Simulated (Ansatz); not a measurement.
# C4H5 (charge +1), SMILES C[c+]1cc1: a rigid scan of one bond length

Program: Ansatz 0.2.0, Python API.

Interactive session:
```pycon
>>> import warnings
>>> import ansatz
>>> import numpy as np
>>> BASIS = "6-31G*"
>>> METHOD = "MP2"
>>> NET_CHARGE = 1
>>> warnings.simplefilter("ignore", ansatz.DeckWarning)
>>> c4h5 = (
...     ansatz.Crystal.molecule()
...     .atom("C", [-1.3007, -0.14, -0.0311])
...     .atom("C", [0.0734, -0.0394, 0.5227])
...     .atom("C", [1.0487, 0.7943, -0.0827])
...     .atom("C", [1.1932, -0.5223, -0.2023])
...     .atom("H", [-1.7411, -1.1059, 0.2368])
...     .atom("H", [-1.3306, -0.0442, -1.1223])
...     .atom("H", [-1.9333, 0.645, 0.3958])
...     .atom("H", [1.8628, 1.412, 0.2511])
...     .atom("H", [2.1276, -0.9997, 0.032])
... )
>>> symbols = [site.symbol for site in c4h5.cartesian_sites]
>>> start = np.array([site.position_ang for site in c4h5.cartesian_sites])
>>> axis = (start[8] - start[3]) / np.linalg.norm(start[8] - start[3])
>>> moving = [8]
>>> lengths, energies = [0.946, 0.989, 1.032, 1.075, 1.118, 1.161, 1.204, 1.269], []
>>> for length in lengths:
...     xyz = start.copy()
...     xyz[moving] += (length - np.linalg.norm(start[8] - start[3])) * axis
...     point = ansatz.Crystal.molecule()
...     for symbol, place in zip(symbols, xyz):
...         point = point.atom(symbol, place.tolist())
...     job = point.calculation()
...     job = job.basis(gaussian=BASIS)
...     job = job.correlation(METHOD)
...     job = job.charge(NET_CHARGE)
...     data = job.run(threads=1).report
...     energies.append(data["free_energy_ev"])
...     print(f"r = {length:6.3f} A  E = {energies[-1]:.5f} eV  <S^2> = {abs(data['mean_field']['state']['spin_squared']):.3f}")
...
r =  0.946 A  E = -4201.25931 eV  <S^2> = 0.000
r =  0.989 A  E = -4201.53112 eV  <S^2> = 0.000
r =  1.032 A  E = -4201.68605 eV  <S^2> = 0.000
r =  1.075 A  E = -4201.74903 eV  <S^2> = 0.000
r =  1.118 A  E = -4201.73999 eV  <S^2> = 0.000
r =  1.161 A  E = -4201.67492 eV  <S^2> = 0.000
r =  1.204 A  E = -4201.56671 eV  <S^2> = 0.000
r =  1.269 A  E = -4201.34367 eV  <S^2> = 0.000
>>> # quartic fit about the minimum
>>> fit = np.polynomial.Polynomial.fit(lengths, np.array(energies) - min(energies), 4).convert()
>>> roots = [r.real for r in fit.deriv().roots() if abs(r.imag) < 1e-9 and fit.deriv(2)(r.real) > 0]
>>> r_e = min(roots, key=lambda r: abs(r - lengths[int(np.argmin(energies))]))
>>> print(f"minimum of the fit at {r_e:.4f} A, force constant {fit.deriv(2)(r_e):.2f} eV/A^2")
minimum of the fit at 1.0898 A, force constant 35.67 eV/A^2
```

What to keep in mind:
- Total energies depend on the basis set; only differences at equal settings carry meaning.
- The rest of the molecule is held rigid at a force-field or estimated start geometry, and the basis set is modest; single-reference methods fail as a bond breaks.
- The orbitals are restricted, so S² is zero by construction.
- S² is that of the Hartree-Fock reference.
- Hardware and time: 5.7 s on 1 thread of Arm Neoverse V1 (shared host), peak memory 0.18 GiB.
